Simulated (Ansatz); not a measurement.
The input, for Ansatz 0.2.0:

```yaml
crystal:
  periodic: [false, false, false]
  atoms:
    - {symbol: F, position_ang: [0.000000, 0.000000, 3.072786]}
    - {symbol: Mg, position_ang: [0.000000, 0.000000, -0.040247]}
    - {symbol: H, position_ang: [0.000000, 0.000000, -3.032539]}
basis:
  gaussian: {orbitals: 6-31G}
correlation: {method: fci, electrons: outside_noble_gas}
```

```sh
$ ansatz run in.yaml --threads 1 --pin off --events-out ev --progress --plain --max-ram 2393MiB
```

Log:

```
424 factors; integrals over basis functions are off by at most 4.7e-8 eV
mean field evaluation 1: about -8142.1675 eV, gradient 4.0e1 eV
mean field evaluation 2: about -8142.1681 eV, gradient 4.0e1 eV
mean field evaluation 4: about -8145.9489 eV, gradient 9.3e0 eV
mean field evaluation 8: about -8146.2914 eV, gradient 5.5e-1 eV
mean field evaluation 16: about -8146.2922 eV, gradient 1.5e-6 eV
mean field -8146.29215804 eV, -299.3707150528 hartree, gradient 1.5e-6 eV, S^2 0.000000; 0 other end points of the search recorded, 0 dependent functions left out; unrestricted orbitals would lower it
mean field evaluation 32: about -8148.6699 eV, gradient 1.8e-4 eV
unrestricted determinant -8148.66990028 eV, -299.4580954685 hartree, S^2 1.1700
6 core orbitals not correlated: weight in the atoms' cores, before any rotation towards them, 1.000 or more for the frozen orbitals, at most 0.000 for the correlated occupied ones
reference -8146.29215804 eV, -299.3707150528 hartree; 5, 5 occupied and 13, 13 virtual orbitals, 424 factors
state -8152.33841554 eV, -299.5929109175 hartree
Total energy: -8152.33841554 eV, -299.5929109175 hartree
```

Natural occupations: 1.9907 1.9775 1.9775 1.8650 1.5153 0.4917 0.0809 0.0266 0.0266 0.0137 0.0137 0.0093 0.0062 0.0028 0.0009 0.0008 0.0008 0.0002.

Ran on 1 thread of Arm Neoverse V2, shared host: 3 min wall, 1.2 GiB peak host memory.
